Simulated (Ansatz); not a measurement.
Results of rVV10 in Ansatz (PAW) for anatase TiO₂ (metastable phase).

Settings: plane-wave cutoff 520 eV, 12×12×12 k mesh, Fermi–Dirac smearing 0.01 eV, no spin polarisation, scalar-relativistic PAW data made under PBE.

The volume scan:

| V (Å³/atom) | E − E_lowest (meV/atom) | P (GPa) |
|---|---|---|
| 11.272 | 10.54 | 7.33 |
| 11.507 | 2.59 | 3.56 |
| 11.741 | 0.00 | 0.00 |
| 11.976 | 2.43 | -3.29 |
| 12.211 | 9.54 | -6.36 |

### Question
Estimate the bulk modulus and its pressure derivative from these points.

### Answer
V0 = 11.742 Å³/atom, B0 = 171 GPa, B′ = 2.4 (fit to the energies at full precision).

Shape and atoms are relaxed at each volume.

Note: the bulk modulus comes from volumes at which shape and atoms were relaxed.

The computed numbers hold no vibrational or temperature effects.

Ansatz is an electronic-structure program.
